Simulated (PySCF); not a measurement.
## How methods differ on the ionisation energy of Ne

Ne [Ne] (1S) → Ne⁺ [He] 2s2 2p5 (2P), as a difference of total energies. Computed with PySCF 2.14 in pcseg-2, with the non-relativistic Hamiltonian (point nucleus). Correlated levels: valence: 1s2 frozen. The calculations carry no spin-orbit coupling.

| method | ionisation energy (eV) | error (eV) |
| --- | --- | --- |
| UHF | 19.704 | -1.893 |
| BP86 | 21.768 | +0.171 |
| PBE | 21.687 | +0.090 |
| MP2 (valence) | 21.612 | +0.015 |
| SCS-MP2 (valence) | 21.464 | -0.133 |
| CCSD (valence) | 21.354 | -0.243 |
| CCSD(T) (valence) | 21.406 | -0.191 |

Reference: 21.597 eV (measured; NIST levels, between the centres of gravity of the two terms).

Errors of the correlated levels include the incompleteness of this basis and the frozen core.
